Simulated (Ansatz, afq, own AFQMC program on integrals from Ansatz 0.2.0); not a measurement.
Two steps: Ansatz 0.2.0 writes the Fock matrix and Cholesky factors of the valence space, and afq projects on them the lowest state that overlaps trial and start.

```yaml
crystal:
  periodic: [false, false, false]
  atoms:
    - {symbol: O, position_ang: [0.000000, 0.000000, 0.000000]}
    - {symbol: H, position_ang: [0.000000, 0.000000, 1.036612]}
basis:
  gaussian: {orbitals: cc-pVDZ}
total_charge: 1
magnetization: {spin_polarized: false}
correlation: {method: ccsd_t, electrons: outside_noble_gas, hamiltonian_folder: ham}
```

```sh
$ ansatz run in.yaml --threads 1 --pin off --events-out ev --progress --plain --max-ram 16896MiB --backend cuda --devices 0, --max-vram 18GiB
```

Options of the walk:

```
--method phaseless --trial cisd --walkers 4000 --populations 20 --least-time 60 --time-step 0.005 --steps-per-block 50 --equilibration-blocks 28 --max-blocks 4000 --target-error 0.00015 --factor-cut 1e-05 --seed 5862 --release-times 0.24,0.51,0.99,1.62,2.4 --release-step 0.03 --release-every 3 --taylor-order 6
```

Times are imaginary, in 1/Eh. The walk had a cap of 122 s. With eight or more populations the least sampling time is a fifth of least-time, and the error comes from their spread.

Log:

```
orbitals 18  electrons 3 3  factors 114 of 173
reference energy -74.84560486 Eh
CCSD correlation -0.16083364 Eh in 13 cycles, weight of the determinant in the CISD state 0.8122
energy of the start -75.006439 Eh
 block  time / (1/Eh)  mean weight  energy / Eh
     1     0.250  1.0001  -75.006013
     2     0.500  1.0001  -75.007048
     3     0.750  0.9998  -75.007856
     4     1.000  1.0001  -75.008315
     5     1.250  1.0002  -75.008615
     7     1.750  1.0001  -75.008696
     9     2.250  0.9997  -75.009510
    13     3.250  0.9999  -75.010164
    19     4.750  0.9999  -75.011124
    25     6.250  0.9997  -75.013703
    31     7.750  1.0002  -75.014386
    37     9.250  1.0002  -75.015290
    43    10.750  1.0001  -75.016366
    49    12.250  1.0001  -75.016641
    55    13.750  1.0000  -75.015736
    61    15.250  0.9997  -75.017666
    67    16.750  1.0000  -75.018205
    73    18.250  1.0000  -75.017970
    79    19.750  1.0003  -75.017889
    85    21.250  1.0001  -75.018610
    91    22.750  1.0007  -75.017365
    97    24.250  0.9998  -75.019320
   103    25.750  1.0002  -75.017919
   106    26.500  1.0004  -75.020681
   109    27.250  1.0001  -75.018774
   115    28.750  1.0002  -75.018470
   121    30.250  1.0003  -75.017748
   127    31.750  1.0000  -75.017704
   133    33.250  0.9999  -75.017391
   139    34.750  1.0000  -75.017794
   145    36.250  1.0003  -75.019043
   148    37.000  1.0002  -75.019704
error from the spread of 20 populations
released: time / (1/Eh)  energy / Eh  error  mean overlap
  0.24  -75.018037  0.000163  1.0015
  0.51  -75.018287  0.000131  1.0017
  0.99  -75.018662  0.000108  0.9999
  1.62  -75.018572  0.000197  0.9982
  2.40  -75.018783  0.000385  0.9974
energy -75.017883 +/- 0.000146 Eh
(rows thinned)
```

The run failed at least one of its tests; the cautions name the faults. The second half of the sampling lies below the first by 4.3 errors of their difference, so the energy may still be moving and its error bar be too small.

Against this walk (error 4.0 meV) on the same determinant: CCSD(T) 67.2 meV higher, CCSDT(Q) 157.6 meV lower, CCSDTQ 154.6 meV lower, full CI 155.0 meV lower. The error is statistical and leaves out the bias of the constraint. Released to 1.62 1/Eh the energy lies 19 ± 7 meV (both errors) below the phaseless value, which shows part or all of the bias of the constraint, and full CI lies 136.2 meV below the released value. Full CI is exact here, so the walk's 155 meV above it is the walk's own error: the bias of the constraint with this trial, or a walk that hasn't relaxed. The determinant is a poor start (see the cautions), so the low cluster orders aren't to be relied on, and full CI is the sure value.

Cautions: constraint bias not in the error; halves of the run differ; another spin lies lower; restricted determinant unstable towards unrestricted (UHF 2.58 eV lower, ⟨S²⟩ 1.01); strong correlation (T1 0.007, weight of the determinant 0.81, largest double 0.42); the CCSDT(Q) amplitudes may be one of several solutions (largest double 0.97); the CCSDTQ amplitudes may be one of several solutions (largest double 0.98); the determinant fills πx and πy unequally, so it mixes two states of the linear molecule, and each level undoes that mixture to a different degree, while full CI gives the lower state; CCSDTQ on the UHF determinant differs (2.37 eV lower), perhaps since the unrestricted series falls towards higher spin.

The walk took 49 s on 1 × NVIDIA H100 80GB HBM3 with 2 threads of AMD EPYC 7R13 Processor (Zen 3), on a shared host (the card was shared). The log's last line is the phaseless energy.

CCSDT and higher add their correlation energy to the determinant of the CCSD(T) run, since their own runs factorise the integrals more tightly (a shift of under 2 meV).
